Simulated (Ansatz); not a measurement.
# CCSD(T) forces

CH₄NNa, closed shell, displaced at random from a GFN2-xTB minimum.

| atom | x (Å) | y (Å) | z (Å) |
| --- | --- | --- | --- |
| C1 | -0.4042 | 0.3594 | -0.4215 |
| N2 | 0.6307 | -0.1376 | 0.5123 |
| Na3 | 0.4863 | -1.8750 | 1.5004 |
| H4 | -0.3242 | -0.1675 | -1.2956 |
| H5 | -1.3639 | 0.0220 | -0.0327 |
| H6 | -0.3687 | 1.4845 | -0.4580 |
| H7 | 1.5145 | 0.2991 | 0.1746 |

Computed with Ansatz 0.2.0 (basis: def2-TZVPP); correlated methods freeze the cores. The outer core shell of Li, Na, Mg and K is correlated. The def2 sets are not built for correlating such inner shells, so the correlated values are less sure here.

CCSD(T) forces from the calculation:
| atom | Fx | Fy | Fz (eV/Å) |
| --- | --- | --- | --- |
| C1 | 0.461 | 0.998 | 3.181 |
| N2 | 1.011 | 1.221 | -0.709 |
| Na3 | -0.013 | -0.772 | 0.565 |
| H4 | 0.188 | -0.427 | -3.103 |
| H5 | -0.522 | 0.414 | 0.227 |
| H6 | -0.404 | -0.957 | -0.606 |
| H7 | -0.721 | -0.478 | 0.446 |

Root-mean-square difference of the force components from those of CCSD(T): PBE0-D4 0.131; wB97M-V 0.077; r2SCAN-D4 0.064; PBE-D4 0.153; r2SCANh-D4 0.092; BLYP-D4 0.157 eV/Å.

T1 diagnostic: at most 0.014.

For scale, one of the runs: CCSD(T)/def2-TZVPP forces, 150 basis functions (an equivalent command: `ansatz run in.yaml --threads 4`). The run took 55 s on 4 CPU threads (shared host), with 2 GiB of host memory at its peak.
